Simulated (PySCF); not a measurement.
# Ethane, 1,1-difluoro- (C₂H₄F₂): NMR shifts, spin-spin couplings and electronic excitations in gas and solvents, part 2 of 3

PySCF 2.14.0. Atoms count from 0. The steps go on from the part before.

### 8 NMR shieldings: wB97X-D/pcSseg-2 in chloroform

Job settings and geometry (Å):

```
{"job": {"kind": "nmr", "xc": "wB97X-D", "basis": "pcSseg-2", "pop": false, "solvent": "chloroform"}, "charge": 0, "multiplicity": 1}
C     -0.547539    -0.019450    -0.562738
C      0.460274    -0.021757     0.544525
F      1.576868    -0.700264     0.164621
F      0.846308     1.250402     0.834087
H     -0.112631     0.448486    -1.446952
H     -0.837340    -1.043089    -0.801704
H     -1.432277     0.539993    -0.257368
H      0.100939    -0.475377     1.473989
```

Level: GIAO wB97X-D/pcSseg-2 NMR shielding, non-relativistic, IEF-PCM chloroform.

Standard output:

```text
coarse grid: 6824 points
cycle   1  E = -278.2632973570  dE =  4.276e-01  |g| = 7.416e-01  |ddm| = 1.702e+00
cycle   2  E = -278.2540015057  dE =  9.296e-03  |g| = 8.498e-01  |ddm| = 5.777e-01
cycle   3  E = -278.3537119973  dE = -9.971e-02  |g| = 4.449e-02  |ddm| = 2.870e-01
cycle   4  E = -278.3540306138  dE = -3.186e-04  |g| = 1.814e-02  |ddm| = 2.962e-02
cycle   5  E = -278.3540981033  dE = -6.749e-05  |g| = 3.157e-03  |ddm| = 1.332e-02
cycle   6  E = -278.3541005671  dE = -2.464e-06  |g| = 4.092e-04  |ddm| = 2.612e-03
final grid: 67112 points
cycle   7  E = -278.3550366148  dE = -1.903e-04  |g| = 1.107e-02  |ddm| = 3.353e-02
cycle   8  E = -278.3550346309  dE =  1.984e-06  |g| = 1.221e-02  |ddm| = 8.268e-03
cycle   9  E = -278.3550540394  dE = -1.941e-05  |g| = 4.934e-04  |ddm| = 3.870e-03
cycle  10  E = -278.3550540841  dE = -4.472e-08  |g| = 3.001e-04  |ddm| = 5.442e-04
cycle  11  E = -278.3550541032  dE = -1.910e-08  |g| = 2.793e-05  |ddm| = 1.954e-04
cycle  12  E = -278.3550541036  dE = -3.760e-10  |g| = 7.405e-06  |ddm| = 6.050e-05
converged SCF energy = -278.3550541036

GIAO shielding tensors (ppm)
atom      isotropic    diamagn.    paramagn.     s11        s22        s33       span
  0 C      163.690     244.333     -80.643    147.218    156.336    187.515     40.298
  1 C       60.661     236.280    -175.619     37.243     63.810     80.931     43.688
  2 F      308.708     468.245    -159.537    199.199    343.181    383.744    184.546
  3 F      308.758     468.272    -159.514    199.356    343.167    383.751    184.394
  4 H       30.019      29.652       0.367     27.101     28.377     34.577      7.476
  5 H       30.110      29.558       0.552     26.607     27.884     35.838      9.231
  6 H       30.109      29.570       0.539     26.610     27.880     35.838      9.229
  7 H       25.462      28.356      -2.894     23.472     24.388     28.525      5.054
```

Run time: 13 s. Hardware: 1 thread of Arm Neoverse V1, shared host; peak memory 0.97 GiB.

This run: δ C1 126.4, C0 23.4, F2 -121.6, H7 6.15, H4 1.53 ppm (means over like atoms).

### 9 Indirect couplings: B3LYP/pcJ-2

The job, as its differences from that of step 8:

```diff
@@ -1,2 +1,2 @@
-{"job": {"kind": "nmr", "xc": "wB97X-D", "basis": "pcSseg-2", "pop": false, "solvent": "chloroform"}, "charge": 0, "multiplicity": 1}
+{"job": {"kind": "j", "xc": "B3LYP", "basis": "pcJ-2", "full": true}, "charge": 0, "multiplicity": 1}
 C     -0.547539    -0.019450    -0.562738
```

With the program's defaults for keys left out, this is: B3LYP/pcJ-2 indirect spin-spin coupling, non-relativistic, gas phase.

Standard output:

```text
coarse grid: 6824 points
cycle   1  E = -278.3623762459  dE =  3.562e-01  |g| = 7.353e-01  |ddm| = 1.665e+00
cycle   2  E = -278.2601758371  dE =  1.022e-01  |g| = 1.135e+00  |ddm| = 7.546e-01
cycle   3  E = -278.4461063983  dE = -1.859e-01  |g| = 8.017e-02  |ddm| = 4.571e-01
cycle   4  E = -278.4471213751  dE = -1.015e-03  |g| = 3.559e-02  |ddm| = 4.853e-02
cycle   5  E = -278.4473919400  dE = -2.706e-04  |g| = 3.614e-03  |ddm| = 1.767e-02
cycle   6  E = -278.4473940844  dE = -2.144e-06  |g| = 5.681e-04  |ddm| = 1.845e-03
final grid: 67112 points
cycle   7  E = -278.4464444669  dE = -1.169e-04  |g| = 7.093e-03  |ddm| = 3.924e-02
cycle   8  E = -278.4464359911  dE =  8.476e-06  |g| = 1.014e-02  |ddm| = 6.039e-03
cycle   9  E = -278.4464524247  dE = -1.643e-05  |g| = 8.108e-04  |ddm| = 3.873e-03
cycle  10  E = -278.4464524919  dE = -6.715e-08  |g| = 3.961e-04  |ddm| = 5.504e-04
cycle  11  E = -278.4464525239  dE = -3.199e-08  |g| = 3.888e-05  |ddm| = 2.030e-04
cycle  12  E = -278.4464525241  dE = -2.443e-10  |g| = 1.123e-05  |ddm| = 2.287e-05
converged SCF energy = -278.4464525241

Indirect spin-spin couplings (Hz)
  i      j    bonds     total        FC       PSO       DSO        SD
  0 C    1 C    1     46.146    46.303    -1.533     0.274     1.101
  0 C    2 F    2     22.794    26.205    -3.946    -0.119     0.654
  0 C    3 F    2     22.749    26.159    -3.946    -0.119     0.655
  0 C    4 H    1    135.368   133.467     1.070     0.717     0.114
  0 C    5 H    1    132.643   130.648     1.213     0.677     0.106
  0 C    6 H    1    132.588   130.592     1.214     0.677     0.105
  0 C    7 H    2      7.795     7.955     0.033    -0.222     0.029
  1 C    2 F    1   -302.423  -306.279   -11.719     0.920    14.655
  1 C    3 F    1   -302.501  -306.323   -11.744     0.920    14.645
  1 C    4 H    2     -9.008    -8.992    -0.125     0.013     0.096
  1 C    5 H    2     -1.322    -1.348    -0.138     0.036     0.128
  1 C    6 H    2     -1.302    -1.327    -0.138     0.035     0.128
  1 C    7 H    1    187.185   186.558    -1.051     1.386     0.291
  2 F    3 F    2    242.677    47.880   112.477    -0.827    83.147
  2 F    4 H    3     12.898    13.697    -0.029    -0.277    -0.492
  2 F    5 H    3      2.063     1.261     1.445    -0.338    -0.304
  2 F    6 H    3     47.764    49.719     0.470    -2.283    -0.142
  2 F    7 H    2     65.183    68.601     1.688    -1.150    -3.956
  3 F    4 H    3     12.977    13.782    -0.035    -0.274    -0.496
  3 F    5 H    3     47.667    49.622     0.470    -2.283    -0.142
  3 F    6 H    3      1.990     1.184     1.448    -0.342    -0.301
  3 F    7 H    2     65.160    68.575     1.689    -1.150    -3.953
  4 H    5 H    2    -13.893   -14.559     2.887    -2.580     0.359
  4 H    6 H    2    -13.920   -14.587     2.884    -2.577     0.360
  4 H    7 H    3     11.720    11.772     2.981    -3.055     0.021
  5 H    6 H    2    -14.351   -15.026     2.981    -2.671     0.365
  5 H    7 H    3      2.004     1.923     0.495    -0.499     0.085
  6 H    7 H    3      2.021     1.940     0.492    -0.497     0.086
```

It took 32 s on 1 thread of Arm Neoverse V1, shared host; peak memory 1.1 GiB.

Couplings of 1 Hz or more, nine at most for each number of bonds, with means over like pairs (isotopes 13C, 19F, 1H):

| pair | bonds | J (Hz) | Fermi contact (Hz) | measured size |
| --- | --- | --- | --- | --- |
| C1–F2 | 1 | -302.5 | -306.3 | 233.5 |
| C1–H7 | 1 | 187.2 | 186.6 | 187.9 |
| C0–H4 | 1 | 133.5 | 131.6 | 127.9 |
| C0–C1 | 1 | 46.1 | 46.3 | – |
| F2–F3 | 2 | 242.7 | 47.9 | – |
| F2–H7 | 2 | 65.2 | 68.6 | – |
| C0–F2 | 2 | 22.8 | 26.2 | 22.5 |
| H4–H5 | 2 | -14.1 | -14.7 | – |
| C0–H7 | 2 | 7.8 | 8.0 | – |
| C1–H4 | 2 | -3.9 | -3.9 | – |
| F2–H4 | 3 | 20.9 | 21.5 | – |
| H4–H7 | 3 | 5.2 | 5.2 | 4.5 |

Measured values: solution; Gryff-Keller and Szczecinski, RSC Adv. 2016, 6, 82783; solution (compiled); Pretsch, Buehlmann, Badertscher, Structure Determination of Organic Compounds, 4th ed., Springer 2009.

Joined with the shifts from before (PBE0/pcSseg-2, unscaled), the couplings predict the line list below for 500 MHz.

1H NMR δ 6.04 (tq, J = 65.2, 5.2 Hz, 1H), 1.41 (td, J = 20.9, 5.2 Hz, 3H).

### 10 Spin-spin couplings: PBE0/pcJ-2

The job, as its differences from that of step 9:

```diff
@@ -1,2 +1,2 @@
-{"job": {"kind": "j", "xc": "B3LYP", "basis": "pcJ-2", "full": true}, "charge": 0, "multiplicity": 1}
+{"job": {"kind": "j", "xc": "PBE0", "basis": "pcJ-2", "full": true}, "charge": 0, "multiplicity": 1}
 C     -0.547539    -0.019450    -0.562738
```

Method: PBE0/pcJ-2 indirect spin-spin coupling, non-relativistic, gas phase.

Standard output:

```text
coarse grid: 6824 points
cycle   1  E = -278.0780169521  dE =  3.657e-01  |g| = 6.865e-01  |ddm| = 1.660e+00
cycle   2  E = -278.0101163116  dE =  6.790e-02  |g| = 9.907e-01  |ddm| = 6.591e-01
cycle   3  E = -278.1526612818  dE = -1.425e-01  |g| = 6.462e-02  |ddm| = 3.833e-01
cycle   4  E = -278.1532946383  dE = -6.334e-04  |g| = 2.990e-02  |ddm| = 3.957e-02
cycle   5  E = -278.1534849049  dE = -1.903e-04  |g| = 3.077e-03  |ddm| = 1.518e-02
cycle   6  E = -278.1534865068  dE = -1.602e-06  |g| = 4.846e-04  |ddm| = 1.578e-03
final grid: 67112 points
cycle   7  E = -278.1534902750  dE = -1.281e-04  |g| = 7.116e-03  |ddm| = 3.616e-02
cycle   8  E = -278.1534848417  dE =  5.433e-06  |g| = 9.085e-03  |ddm| = 6.287e-03
cycle   9  E = -278.1534994532  dE = -1.461e-05  |g| = 9.690e-04  |ddm| = 3.648e-03
cycle  10  E = -278.1534995539  dE = -1.007e-07  |g| = 4.206e-04  |ddm| = 6.238e-04
cycle  11  E = -278.1534995852  dE = -3.131e-08  |g| = 3.669e-05  |ddm| = 2.116e-04
cycle  12  E = -278.1534995854  dE = -1.963e-10  |g| = 1.125e-05  |ddm| = 1.961e-05
converged SCF energy = -278.1534995854

Indirect spin-spin couplings (Hz)
  i      j    bonds     total        FC       PSO       DSO        SD
  0 C    1 C    1     43.940    44.091    -1.489     0.276     1.061
  0 C    2 F    2     22.792    25.952    -3.712    -0.119     0.672
  0 C    3 F    2     22.737    25.896    -3.712    -0.119     0.672
  0 C    4 H    1    126.657   124.806     1.040     0.730     0.081
  0 C    5 H    1    124.272   122.332     1.179     0.690     0.071
  0 C    6 H    1    124.220   122.279     1.180     0.689     0.071
  0 C    7 H    2      6.770     6.929     0.035    -0.221     0.027
  1 C    2 F    1   -293.076  -297.804   -10.647     0.921    14.454
  1 C    3 F    1   -293.152  -297.846   -10.671     0.921    14.444
  1 C    4 H    2     -9.658    -9.643    -0.130     0.015     0.100
  1 C    5 H    2     -2.413    -2.447    -0.138     0.037     0.136
  1 C    6 H    2     -2.395    -2.429    -0.139     0.037     0.136
  1 C    7 H    1    177.315   176.712    -1.089     1.403     0.288
  2 F    3 F    2    257.563    54.406   118.290    -0.828    85.696
  2 F    4 H    3     11.546    12.345    -0.000    -0.279    -0.520
  2 F    5 H    3      1.694     0.865     1.492    -0.339    -0.324
  2 F    6 H    3     45.290    47.298     0.478    -2.281    -0.204
  2 F    7 H    2     61.495    65.065     1.804    -1.146    -4.227
  3 F    4 H    3     11.616    12.421    -0.006    -0.275    -0.525
  3 F    5 H    3     45.188    47.196     0.478    -2.282    -0.205
  3 F    6 H    3      1.624     0.791     1.495    -0.343    -0.319
  3 F    7 H    2     61.446    65.013     1.805    -1.147    -4.225
  4 H    5 H    2    -14.480   -15.166     2.877    -2.568     0.377
  4 H    6 H    2    -14.505   -15.191     2.874    -2.565     0.378
  4 H    7 H    3     11.097    11.147     2.978    -3.050     0.023
  5 H    6 H    2    -14.950   -15.645     2.971    -2.659     0.384
  5 H    7 H    3      1.827     1.745     0.492    -0.499     0.089
  6 H    7 H    3      1.843     1.760     0.490    -0.497     0.089
```

Run time: 33 s. Hardware: 1 thread of Arm Neoverse V1, shared host; peak memory 1.1 GiB.

This run: J(C1,F2) -293.1 Hz, J(F2,F3) 257.6 Hz, J(C1,H7) 177.3 Hz (means over like pairs).

### 11 Indirect couplings: B97-2/pcJ-2

The job, as its differences from that of step 10:

```diff
@@ -1,2 +1,2 @@
-{"job": {"kind": "j", "xc": "PBE0", "basis": "pcJ-2", "full": true}, "charge": 0, "multiplicity": 1}
+{"job": {"kind": "j", "xc": "B97-2", "basis": "pcJ-2", "full": true}, "charge": 0, "multiplicity": 1}
 C     -0.547539    -0.019450    -0.562738
```

Method: B97-2/pcJ-2 indirect spin-spin coupling, non-relativistic, gas phase.

Standard output:

```text
coarse grid: 6824 points
cycle   1  E = -278.2723778473  dE =  3.585e-01  |g| = 7.319e-01  |ddm| = 1.664e+00
cycle   2  E = -278.1836236595  dE =  8.875e-02  |g| = 1.090e+00  |ddm| = 7.235e-01
cycle   3  E = -278.3553893168  dE = -1.718e-01  |g| = 6.879e-02  |ddm| = 4.344e-01
cycle   4  E = -278.3561629034  dE = -7.736e-04  |g| = 3.133e-02  |ddm| = 4.403e-02
cycle   5  E = -278.3563747714  dE = -2.119e-04  |g| = 3.083e-03  |ddm| = 1.584e-02
cycle   6  E = -278.3563763312  dE = -1.560e-06  |g| = 5.710e-04  |ddm| = 1.674e-03
final grid: 67112 points
cycle   7  E = -278.3524218018  dE = -1.558e-04  |g| = 7.578e-03  |ddm| = 3.772e-02
cycle   8  E = -278.3524177906  dE =  4.011e-06  |g| = 8.786e-03  |ddm| = 6.200e-03
cycle   9  E = -278.3524277717  dE = -9.981e-06  |g| = 1.138e-03  |ddm| = 3.788e-03
cycle  10  E = -278.3524279360  dE = -1.643e-07  |g| = 4.278e-04  |ddm| = 5.695e-04
cycle  11  E = -278.3524279777  dE = -4.166e-08  |g| = 3.338e-05  |ddm| = 2.341e-04
cycle  12  E = -278.3524279779  dE = -1.646e-10  |g| = 9.633e-06  |ddm| = 1.851e-05
converged SCF energy = -278.3524279779

Indirect spin-spin couplings (Hz)
  i      j    bonds     total        FC       PSO       DSO        SD
  0 C    1 C    1     43.453    43.683    -1.469     0.276     0.963
  0 C    2 F    2     21.246    24.189    -3.588    -0.119     0.764
  0 C    3 F    2     21.229    24.170    -3.588    -0.119     0.766
  0 C    4 H    1    121.668   119.783     1.012     0.727     0.146
  0 C    5 H    1    119.232   117.252     1.150     0.687     0.143
  0 C    6 H    1    119.198   117.216     1.151     0.686     0.145
  0 C    7 H    2      7.089     7.249     0.038    -0.221     0.024
  1 C    2 F    1   -290.797  -293.957   -11.221     0.921    13.461
  1 C    3 F    1   -290.867  -293.996   -11.244     0.921    13.452
  1 C    4 H    2     -8.778    -8.754    -0.129     0.015     0.089
  1 C    5 H    2     -1.861    -1.870    -0.139     0.037     0.111
  1 C    6 H    2     -1.843    -1.852    -0.139     0.037     0.111
  1 C    7 H    1    170.698   170.067    -1.096     1.400     0.329
  2 F    3 F    2    227.074    28.671   115.804    -0.829    83.428
  2 F    4 H    3     11.518    12.250    -0.001    -0.279    -0.452
  2 F    5 H    3      1.719     0.896     1.457    -0.340    -0.294
  2 F    6 H    3     43.096    45.009     0.515    -2.283    -0.145
  2 F    7 H    2     56.798    59.944     1.754    -1.149    -3.751
  3 F    4 H    3     11.581    12.317    -0.006    -0.275    -0.455
  3 F    5 H    3     43.022    44.936     0.515    -2.283    -0.146
  3 F    6 H    3      1.660     0.834     1.460    -0.344    -0.291
  3 F    7 H    2     56.823    59.970     1.755    -1.149    -3.752
  4 H    5 H    2    -12.345   -13.008     2.883    -2.575     0.355
  4 H    6 H    2    -12.365   -13.029     2.881    -2.572     0.355
  4 H    7 H    3     10.311    10.359     2.980    -3.052     0.024
  5 H    6 H    2    -12.811   -13.485     2.977    -2.666     0.362
  5 H    7 H    3      1.764     1.695     0.493    -0.500     0.076
  6 H    7 H    3      1.779     1.710     0.491    -0.497     0.076
```

It took 32 s on 1 thread of Arm Neoverse V1, shared host; peak memory 1.1 GiB.

This run: J(C1,F2) -290.8 Hz, J(F2,F3) 227.1 Hz, J(C1,H7) 170.7 Hz (means over like pairs).

(Part 2 of 3 ends here.)
